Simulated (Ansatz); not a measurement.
Reaction (SMILES): C(F)=C + 3 [H][H] (H2) → 2 C (CH4) + F (HF)
B3LYP-D3(BJ)/def2-TZVP geometries, fixed; electronic energies without zero-point terms.
Largest species:
```
C
C 1 1.3174
F 1 1.3475 2 122.16
H 2 1.0798 1 119.40 3 180.00
H 2 1.0810 4 119.01 1 180.00
H 1 1.0823 2 126.09 4 0.00
```
Charge 0, spin multiplicity 1.

Effect of a fitting basis named in the input at HF/aug-cc-pVTZ with Ansatz (a program for electronic structure), against the last row, where the energy of full hydrogenation is -83.10 kcal/mol. The default fits or decomposes integrals by the program's own choice; accuracy: high also tightens integrals, grids and stops.

```tsv
setting	largest shift of a total energy (mEh)	shift of the energy of full hydrogenation (kcal/mol)
fitting: def2-SV(P)-JKFIT	0.050	-0.032
fitting: def2-universal-JKFIT	0.050	-0.032
fitting: cc-pVTZ-JKFIT	0.065	-0.042
fitting: cc-pVQZ-JKFIT	0.010	-0.004
fitting: cc-pV5Z-JKFIT	0.004	-0.002
accuracy: high	-0.003	0.000
accuracy: medium (default)	0.000	0.000
```

Within 0.02 kcal/mol in the energy of full hydrogenation: fitting: cc-pVQZ-JKFIT; fitting: cc-pV5Z-JKFIT; accuracy: high. The largest shift is 0.065 mEh in a total energy and 0.042 kcal/mol in the difference.
